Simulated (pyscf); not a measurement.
Optimised with ωB97X-D3(BJ)/def2-SVP in PySCF. Correlated levels are frozen-core, on RHF or UHF. ΔMP2 is the change of the MP2 total energy from the triple- to the quadruple-zeta basis.

`[CH4]` + `[CH3][SiH]` [singlet] -> `[CH3][SiH2][CH3]`
Surface: singlet. Broken: C–H. Formed: C–Si, H–Si. Give ΔE‡ and ΔE from CCSD(T)/def2-TZVPP + ΔMP2(QZVPP), relative to the separated reactants.

ΔE‡ = 90.9 kJ/mol, ΔE = -225.7 kJ/mol. Zero-point energy shifts the barrier by +3.3 kJ/mol. It is an insertion, with an imaginary mode of 1340i cm⁻¹. This is the saddle that the search found; another between the same sides may lie lower. The CCSD(T) − MP2 part came from Ansatz, without density fitting, on the same reference.
